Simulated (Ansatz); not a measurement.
# SiH4O (singlet): wave-function methods side by side at distance O1–H3 along a hydrogen transfer = 1.242 Å, cc-pVDZ

Aim: climb from Hartree-Fock through coupled cluster and multireference methods for SiH4O (singlet) at one geometry and basis, and see what each rung misses.

Program: Ansatz 0.2.0, Gaussian basis. Level of theory: cc-pVDZ, core rule «outside noble gas», up to 6 orbitals frozen. These are calculated values, not measurements.

To be run: UHF; CCSD(T) on RHF; CCSD(T) on UHF; BCCD(T) on RHF; CISD; CCSDT(Q) on RHF; CCSDT(Q) on UHF; CASSCF and MRCISD+Q, 2 electrons in 2 orbitals; CASSCF and NEVPT2, 2 electrons in 2 orbitals.

6 further runs of the same task are left out: 2 for a mislabelled method, 4 that didn't finish.

## (1) The geometry

The geometry derives from fragments relaxed apart (PBE0/def2-TZVP) and kept rigid, so it is no stationary point. A hydrogen atom is moved between rigid fragments.

6 atoms, charge 0, spin multiplicity 1.

Atoms are counted from 1 here; the program's logs count them from 0.

Bond lengths: O1–H2 0.960 Å, O1–H3 1.242 Å, Si4–H5 1.526 Å, Si4–H6 1.526 Å. Angles: H2–O1–H3 105.1°, H5–Si4–H6 91.2°.

In the tables R marks a restricted determinant and U an unrestricted one; 'pair' is the active space of 2 electrons in 2 orbitals; energies count from the table's Hartree-Fock row.

## (2) UHF

Contents of in.yaml:

```yaml
crystal:
  periodic: [false, false, false]
  atoms:
    - {symbol: O, position_ang: [-1.960127, 0.017219, 0.000000]}
    - {symbol: H, position_ang: [-2.209437, 0.943795, 0.000000]}
    - {symbol: H, position_ang: [-0.718127, 0.017219, 0.000000]}
    - {symbol: Si, position_ang: [1.098873, 0.017219, 0.000000]}
    - {symbol: H, position_ang: [1.711053, -0.857065, 1.090012]}
    - {symbol: H, position_ang: [1.711053, -0.857065, -1.090012]}
basis:
  gaussian: {orbitals: cc-pVDZ}
magnetization: {spin_polarized: true, initial_magnetization: 0}
hamiltonian: {xc: hf}
output: {orbitals: {seedname: orbitals}}
```

Run with:

```sh
ansatz run in.yaml --threads 1 --pin off --events-out ev --progress --plain --max-ram 2393MiB
```

The program printed:

```text
Functional definition: HF
  name "HF"
  cite "Fock, Z. Phys. 61, 126 (1930) doi:10.1007/BF01340294"
  parent pbe
  exchange = exact_x
  correlation = 0
488 factors; integrals over basis functions are off by at most 1.5e-3 eV
mean field evaluation 1: about -9955.0011 eV, gradient 2.7e1 eV
mean field evaluation 2: about -9955.0232 eV, gradient 2.7e1 eV
mean field evaluation 4: about -9958.5868 eV, gradient 2.0e0 eV
mean field evaluation 8: about -9958.6906 eV, gradient 1.6e-1 eV
mean field evaluation 16: about -9958.9962 eV, gradient 1.7e0 eV
mean field evaluation 32: about -9959.0727 eV, gradient 1.0e-1 eV
mean field evaluation 64: about -9953.8778 eV, gradient 5.4e0 eV
mean field evaluation 96: about -9956.7666 eV, gradient 2.2e1 eV
mean field -9959.07339250 eV, -365.9891966718 hartree, gradient 5.0e-5 eV, S^2 0.700126; 3 other end points of the search recorded, 0 dependent functions left out
reference -9959.07339250 eV, -365.9891966718 hartree; 13, 13 occupied and 39, 39 virtual orbitals, 488 factors
Total energy: -9959.07339250 eV, -365.9891966718 hartree
```

Wall time 0.75 s (1 thread of Arm Neoverse V2, shared host).

From the report: ⟨S²⟩ of the determinant 0.700 (pure singlet: 0.00). The determinant is far from a pure spin state, so its energy mixes those of several spin states (harmless only where they are near-degenerate, as at dissociation).

The unrestricted solution breaks the spin symmetry, so the restricted determinant is unstable here.

## (3) CCSD(T) on RHF

in.yaml: that of step 2 with these lines changed.

```diff
@@ -11,4 +11,3 @@
   gaussian: {orbitals: cc-pVDZ}
-magnetization: {spin_polarized: true, initial_magnetization: 0}
-hamiltonian: {xc: hf}
-output: {orbitals: {seedname: orbitals}}
+magnetization: {spin_polarized: false}
+correlation: {method: ccsd_t, electrons: outside_noble_gas}
```

Launched as before.

The program printed, shortened:

```text
Functional definition: HF
  name "HF"
  cite "Fock, Z. Phys. 61, 126 (1930) doi:10.1007/BF01340294"
  parent pbe
[...]
488 factors; integrals over basis functions are off by at most 1.5e-3 eV
[...]
mean field -9958.69188941 eV, -365.9751766922 hartree, gradient 1.0e-6 eV, S^2 0.000000; 0 other end points of the search recorded, 0 dependent functions left out; unrestricted orbitals would lower it
6 core orbitals not correlated: weight in the atoms' cores, before any rotation towards them, 1.000 or more for the frozen orbitals, at most 0.000 for the correlated occupied ones
reference -9958.69188941 eV, -365.9751766922 hartree; 7, 7 occupied and 39, 39 virtual orbitals, 488 factors
second order -8.51388679 eV of doubles, -0.00000000 eV of singles
cycle   1  -9.00850266 eV  change   -4.9e-1 eV  update   8.8e-2
[...]
cycle  13  -9.45212072 eV  change   -2.8e-6 eV  update   1.4e-5
perturbative correction -0.25493988 eV, -0.0093688678 hartree
Total energy: -9968.39895001 eV, -366.3319045894 hartree
```

It took 0.63 s on 1 thread of Arm Neoverse V2, shared host.

From the report: correlation -9.7071 eV; T1 0.018; largest double amplitude 0.13.

## (4) CCSD(T) on UHF

in.yaml: that of step 3 with these lines changed.

```diff
@@ -11,3 +11,3 @@
   gaussian: {orbitals: cc-pVDZ}
-magnetization: {spin_polarized: false}
+magnetization: {spin_polarized: true, initial_magnetization: 0}
 correlation: {method: ccsd_t, electrons: outside_noble_gas}
```

The command is unchanged.

The program printed, shortened:

```text
Functional definition: HF
  name "HF"
  cite "Fock, Z. Phys. 61, 126 (1930) doi:10.1007/BF01340294"
  parent pbe
[...]
488 factors; integrals over basis functions are off by at most 1.5e-3 eV
[...]
mean field -9959.07339250 eV, -365.9891966718 hartree, gradient 1.9e-6 eV, S^2 0.700124; 12 other end points of the search recorded, 0 dependent functions left out
determinant -9959.07339250 eV, -365.9891966718 hartree, with singles and doubles -9967.99499193 eV, -366.3170594038 hartree
determinant -9957.38913191 eV, -365.9273012371 hartree, with singles and doubles -9965.52224425 eV, -366.2261876025 hartree
determinant -9957.21462601 eV, -365.9208882635 hartree, with singles and doubles -9966.58041093 eV, -366.2650745108 hartree
determinant -9958.69188941 eV, -365.9751766922 hartree, with singles and doubles -9968.14318924 eV, -366.3225055543 hartree
6 core orbitals not correlated: weight in the atoms' cores, before any rotation towards them, 1.000 or more for the frozen orbitals, at most 0.000 for the correlated occupied ones
reference -9959.07339250 eV, -365.9891966718 hartree; 7, 7 occupied and 39, 39 virtual orbitals, 488 factors
second order -7.78823870 eV of doubles, -0.00000000 eV of singles
cycle   1  -8.92738005 eV  change   -5.8e-3 eV  update   1.3e-2
[...]
cycle  13  -8.99988791 eV  change    5.9e-6 eV  update   7.9e-6
perturbative correction -0.25248006 eV, -0.0092784709 hartree
Total energy: -9968.32576046 eV, -366.3292149231 hartree
```

It took 6 s on 1 thread of Arm Neoverse V2, shared host.

From the report: ⟨S²⟩ of the determinant 0.700 (pure singlet: 0.00); correlation -9.2524 eV; T1 0.066; largest double amplitude 0.11. The determinant is far from a pure spin state, so its energy mixes those of several spin states (harmless only where they are near-degenerate, as at dissociation).

## (5) BCCD(T) on RHF

in.yaml: that of step 4 with these lines changed.

```diff
@@ -11,3 +11,3 @@
   gaussian: {orbitals: cc-pVDZ}
-magnetization: {spin_polarized: true, initial_magnetization: 0}
-correlation: {method: ccsd_t, electrons: outside_noble_gas}
+magnetization: {spin_polarized: false}
+correlation: {method: bccd_t, electrons: outside_noble_gas}
```

Launched as before.

The program printed, shortened:

```text
Functional definition: HF
  name "HF"
  cite "Fock, Z. Phys. 61, 126 (1930) doi:10.1007/BF01340294"
  parent pbe
[...]
488 factors; integrals over basis functions are off by at most 1.5e-3 eV
[...]
mean field -9958.69188941 eV, -365.9751766922 hartree, gradient 1.0e-6 eV, S^2 0.000000; 0 other end points of the search recorded, 0 dependent functions left out; unrestricted orbitals would lower it
6 core orbitals not correlated: weight in the atoms' cores, before any rotation towards them, 1.000 or more for the frozen orbitals, at most 0.000 for the correlated occupied ones
reference -9958.69188941 eV, -365.9751766922 hartree; 7, 7 occupied and 39, 39 virtual orbitals, 488 factors
second order -8.51388679 eV of doubles, -0.00000000 eV of singles
cycle   1  -9.02087935 eV  change   -5.1e-1 eV  update   8.8e-2
[...]
cycle  13  -9.43428796 eV  change   -4.0e-6 eV  update   1.3e-5
perturbative correction -0.27309417 eV, -0.0100360255 hartree
Total energy: -9968.39927154 eV, -366.3319164054 hartree
```

Wall time 0.81 s (1 thread of Arm Neoverse V2, shared host).

From the report: correlation -9.7074 eV; largest double amplitude 0.13.

## (6) CISD

in.yaml: that of step 5 with these lines changed.

```diff
@@ -11,3 +11,2 @@
   gaussian: {orbitals: cc-pVDZ}
-magnetization: {spin_polarized: false}
-correlation: {method: bccd_t, electrons: outside_noble_gas}
+correlation: {active_space: {ras: {orbitals: [7, 0, 39], electrons: 14, max_holes: 2, max_particles: 2}, fixed_orbitals: true}}
```

Same command.

The program printed:

```text
Functional definition: HF
  name "HF"
  cite "Fock, Z. Phys. 61, 126 (1930) doi:10.1007/BF01340294"
  parent pbe
  exchange = exact_x
  correlation = 0
488 factors; integrals over basis functions are off by at most 1.5e-3 eV
mean field evaluation 1: about -9955.0234 eV, gradient 3.8e1 eV
mean field evaluation 2: about -9955.0247 eV, gradient 3.8e1 eV
mean field evaluation 4: about -9958.5904 eV, gradient 2.9e0 eV
mean field evaluation 8: about -9958.6906 eV, gradient 2.3e-1 eV
mean field -9958.69188941 eV, -365.9751766922 hartree, gradient 1.0e-6 eV, S^2 0.000000; 0 other end points of the search recorded, 0 dependent functions left out
reference -9958.69188941 eV, -365.9751766922 hartree; 13, 13 occupied and 39, 39 virtual orbitals, 488 factors
state -9967.18791364 eV, -366.2873998236 hartree
Total energy: -9967.18791364 eV, -366.2873998236 hartree
```

Wall time 1.3 s (1 thread of Arm Neoverse V2, shared host).

From the report: 53,964 determinants.

## (7) CCSDT(Q) on RHF

in.yaml: that of step 6 with these lines changed.

```diff
@@ -11,2 +11,3 @@
   gaussian: {orbitals: cc-pVDZ}
-correlation: {active_space: {ras: {orbitals: [7, 0, 39], electrons: 14, max_holes: 2, max_particles: 2}, fixed_orbitals: true}}
+magnetization: {spin_polarized: false}
+correlation: {method: ccsdt_q, electrons: outside_noble_gas}
```

Same command.

The program printed, shortened:

```text
Functional definition: HF
  name "HF"
  cite "Fock, Z. Phys. 61, 126 (1930) doi:10.1007/BF01340294"
  parent pbe
[...]
948 factors; integrals over basis functions are off by at most 2.4e-7 eV
[...]
mean field -9958.69193113 eV, -365.9751782252 hartree, gradient 9.7e-7 eV, S^2 0.000000; 0 other end points of the search recorded, 0 dependent functions left out; unrestricted orbitals would lower it
6 core orbitals not correlated: weight in the atoms' cores, before any rotation towards them, 1.000 or more for the frozen orbitals, at most 0.000 for the correlated occupied ones
reference -9958.69193113 eV, -365.9751782252 hartree; 7, 7 occupied and 39, 39 virtual orbitals, 948 factors
second order -8.51395313 eV of doubles, -0.00000000 eV of singles
cycle   1  -9.00851261 eV  change   -4.9e-1 eV  update   9.7e-2
[...]
cycle  22  -9.74032457 eV  change    5.4e-7 eV  update   9.6e-7
perturbative correction -0.03110913 eV, -0.0011432395 hartree
Total energy: -9968.46336483 eV, -366.3342717903 hartree
```

Wall time 18 s (1 thread of Arm Neoverse V2, shared host); peak memory 0.34 GiB.

From the report: correlation -9.7714 eV; T1 0.021; largest double amplitude 0.17.

## (8) CCSDT(Q) on UHF

in.yaml: that of step 7 with these lines changed.

```diff
@@ -11,3 +11,3 @@
   gaussian: {orbitals: cc-pVDZ}
-magnetization: {spin_polarized: false}
+magnetization: {spin_polarized: true, initial_magnetization: 0}
 correlation: {method: ccsdt_q, electrons: outside_noble_gas}
```

Launched as before.

The program printed, shortened:

```text
Functional definition: HF
  name "HF"
  cite "Fock, Z. Phys. 61, 126 (1930) doi:10.1007/BF01340294"
  parent pbe
[...]
948 factors; integrals over basis functions are off by at most 2.4e-7 eV
[...]
mean field -9959.07344292 eV, -365.9891985250 hartree, gradient 1.9e-6 eV, S^2 0.700128; 12 other end points of the search recorded, 0 dependent functions left out
determinant -9959.07344292 eV, -365.9891985250 hartree, with singles and doubles -9967.99504124 eV, -366.3170612157 hartree
determinant -9957.38917315 eV, -365.9273027526 hartree, with singles and doubles -9965.52228165 eV, -366.2261889770 hartree
determinant -9957.21467414 eV, -365.9208900323 hartree, with singles and doubles -9966.58045691 eV, -366.2650762005 hartree
determinant -9958.69193113 eV, -365.9751782252 hartree, with singles and doubles -9968.14324122 eV, -366.3225074646 hartree
6 core orbitals not correlated: weight in the atoms' cores, before any rotation towards them, 1.000 or more for the frozen orbitals, at most 0.000 for the correlated occupied ones
reference -9959.07344292 eV, -365.9891985250 hartree; 7, 7 occupied and 39, 39 virtual orbitals, 948 factors
second order -7.78828479 eV of doubles, -0.00000000 eV of singles
cycle   1  -8.37446361 eV  change   -5.9e-1 eV  update   9.3e-2
[...]
cycle  31  -9.34848207 eV  change   -1.0e-6 eV  update   5.9e-7
perturbative correction -0.03966053 eV, -0.0014574976 hartree
Total energy: -9968.46158553 eV, -366.3342064021 hartree
```

Run time: 82 s. Hardware: 1 thread of Arm Neoverse V2, shared host; peak memory 0.71 GiB.

From the report: ⟨S²⟩ of the determinant 0.700 (pure singlet: 0.00); correlation -9.3881 eV; T1 0.098; largest double amplitude 0.22. The determinant is far from a pure spin state, so its energy mixes those of several spin states (harmless only where they are near-degenerate, as at dissociation).

## (9) CASSCF and MRCISD+Q, 2 electrons in 2 orbitals

in.yaml: that of step 8 with these lines changed.

```diff
@@ -11,3 +11,2 @@
   gaussian: {orbitals: cc-pVDZ}
-magnetization: {spin_polarized: true, initial_magnetization: 0}
-correlation: {method: ccsdt_q, electrons: outside_noble_gas}
+correlation: {method: fic_mrcisd_q, electrons: outside_noble_gas, active_space: {window: {electrons: 2, orbitals: 2}}}
```

The command is unchanged.

The program printed, shortened:

```text
Functional definition: HF
  name "HF"
  cite "Fock, Z. Phys. 61, 126 (1930) doi:10.1007/BF01340294"
  parent pbe
[...]
488 factors; integrals over basis functions are off by at most 1.5e-3 eV
[...]
mean field -9958.69188941 eV, -365.9751766922 hartree, gradient 1.0e-6 eV, S^2 0.000000; 0 other end points of the search recorded, 0 dependent functions left out; unrestricted orbitals would lower it
reference -9958.69188941 eV, -365.9751766922 hartree; 13, 13 occupied and 39, 39 virtual orbitals, 488 factors
state -9959.53476091 eV, -366.0061516483 hartree
contracted CI cycle   1: correlation 0.00000000 eV, 0.0000000000 hartree, residual 2.79e1 eV
contracted CI cycle   2: correlation -7.51992018 eV, -0.2763519696 hartree, residual 4.74e0 eV
contracted CI cycle   3: correlation -7.81209944 eV, -0.2870893591 hartree, residual 1.40e0 eV
contracted CI cycle   4: correlation -7.84686315 eV, -0.2883669020 hartree, residual 6.01e-1 eV
contracted CI cycle   5: correlation -7.85426861 eV, -0.2886390475 hartree, residual 3.04e-1 eV
contracted CI cycle   6: correlation -7.85590115 eV, -0.2886990423 hartree, residual 1.32e-1 eV
contracted CI cycle   7: correlation -7.85619405 eV, -0.2887098062 hartree, residual 5.82e-2 eV
contracted CI cycle   8: correlation -7.85625217 eV, -0.2887119422 hartree, residual 2.70e-2 eV
contracted CI cycle   9: correlation -7.85626408 eV, -0.2887123798 hartree, residual 1.15e-2 eV
contracted CI cycle  10: correlation -7.85626618 eV, -0.2887124569 hartree, residual 4.07e-3 eV
contracted CI cycle  11: correlation -7.85626645 eV, -0.2887124667 hartree, residual 1.56e-3 eV
state -9959.53476091 eV, -366.0061516483 hartree; corrected -9968.29048270 eV, -366.3279184892 hartree
Total energy: -9968.29048270 eV, -366.3279184892 hartree
```

It took 0.84 s on 1 thread of Arm Neoverse V2, shared host.

From the report: 4 determinants; active occupations 1.94, 0.06.

## (10) CASSCF and NEVPT2, 2 electrons in 2 orbitals

in.yaml: that of step 9 with these lines changed.

```diff
@@ -11,2 +11,2 @@
   gaussian: {orbitals: cc-pVDZ}
-correlation: {method: fic_mrcisd_q, electrons: outside_noble_gas, active_space: {window: {electrons: 2, orbitals: 2}}}
+correlation: {method: sc_nevpt2, electrons: outside_noble_gas, active_space: {window: {electrons: 2, orbitals: 2}}}
```

The command is unchanged.

The program printed:

```text
Functional definition: HF
  name "HF"
  cite "Fock, Z. Phys. 61, 126 (1930) doi:10.1007/BF01340294"
  parent pbe
  exchange = exact_x
  correlation = 0
488 factors; integrals over basis functions are off by at most 1.5e-3 eV
mean field evaluation 1: about -9955.0234 eV, gradient 3.8e1 eV
mean field evaluation 2: about -9955.0247 eV, gradient 3.8e1 eV
mean field evaluation 4: about -9958.5904 eV, gradient 2.9e0 eV
mean field evaluation 8: about -9958.6906 eV, gradient 2.3e-1 eV
mean field -9958.69188941 eV, -365.9751766922 hartree, gradient 1.0e-6 eV, S^2 0.000000; 0 other end points of the search recorded, 0 dependent functions left out; unrestricted orbitals would lower it
reference -9958.69188941 eV, -365.9751766922 hartree; 13, 13 occupied and 39, 39 virtual orbitals, 488 factors
state -9959.53476091 eV, -366.0061516483 hartree
state -9959.53476091 eV, -366.0061516483 hartree; corrected -9967.13202079 eV, -366.2853457991 hartree
Total energy: -9967.13202079 eV, -366.2853457991 hartree
```

Wall time 0.6 s (1 thread of Arm Neoverse V2, shared host).

From the report: 4 determinants; active occupations 1.94, 0.06.

## (11) All levels against the top one

The yardstick is RCCSDT(Q), where the cluster series has nearly closed. Rows without a time come out of other runs: HF, MP2 and CCSD of CCSD(T), CCSDT of CCSDT(Q), CASSCF and MRCISD of the multireference runs.

Differences are taken before rounding.

```
       method  energy from the lowest RHF (meV)  from RCCSDT(Q) (meV)    time
          RHF                               0.0               +9771.5        
          UHF                            -381.5               +9390.0        
         RMP2                           -8513.9               +1257.6        
         UMP2                           -8169.7               +1601.7        
         CISD                           -8496.0               +1275.5   1.3 s
        RCCSD                           -9452.1                +319.4        
        UCCSD                           -9381.4                +390.1        
     RCCSD(T)                           -9707.1                 +64.4  0.63 s
     UCCSD(T)                           -9633.9                +137.6     6 s
      BCCD(T)                           -9707.4                 +64.1  0.81 s
       RCCSDT                           -9740.4                 +31.1        
       UCCSDT                           -9730.0                 +41.4        
    RCCSDT(Q)                           -9771.5                     0    18 s
    UCCSDT(Q)                           -9769.7                  +1.8    82 s
  CASSCF pair                            -842.9               +8928.6        
  NEVPT2 pair                           -8440.1               +1331.3   0.6 s
  MRCISD pair                           -8699.1               +1072.3        
MRCISD+Q pair                           -9598.6                +172.9  0.84 s
```

Among the levels timed on like hardware and quicker than the yardstick, those that no quicker one beats, quickest first: NEVPT2 pair (0.6 s, +1331.3 meV); RCCSD(T) (0.63 s, +64.4 meV); BCCD(T) (0.81 s, +64.1 meV). Runs this short are mostly start-up, so their order is noise.

## (12) Outcome

| quantity | value |
| --- | --- |
| RCCSDT(Q) below the RHF energy | -9.7715 eV |
| RMP2 from RCCSDT(Q) | +1257.6 meV |
| UMP2 from RCCSDT(Q) | +1601.7 meV |
| RCCSD from RCCSDT(Q) | +319.4 meV |
| RCCSD(T) from RCCSDT(Q) | +64.4 meV |
| UCCSD(T) from RCCSDT(Q) | +137.6 meV |
| UCCSDT(Q) from RCCSDT(Q) | +1.8 meV |
| NEVPT2 pair from RCCSDT(Q) | +1331.3 meV |
| MRCISD+Q pair from RCCSDT(Q) | +172.9 meV |
| levels within 1 kcal/mol (43 meV) | RCCSDT, UCCSDT, UCCSDT(Q) |
| T1 diagnostic | 0.018 |

What this shows: RCCSD(T) lands +64.4 meV from the yardstick (0.7 % of the correlation energy). CCSD(T) misses by +64.4 meV on the restricted determinant and by +137.6 meV on the unrestricted one; the two need not hold the same state or core. Of the multireference levels listed MRCISD+Q pair comes nearest in total energy (+172.9 meV), which doesn't show that its space is the better one. These misses are within one basis, not against nature.
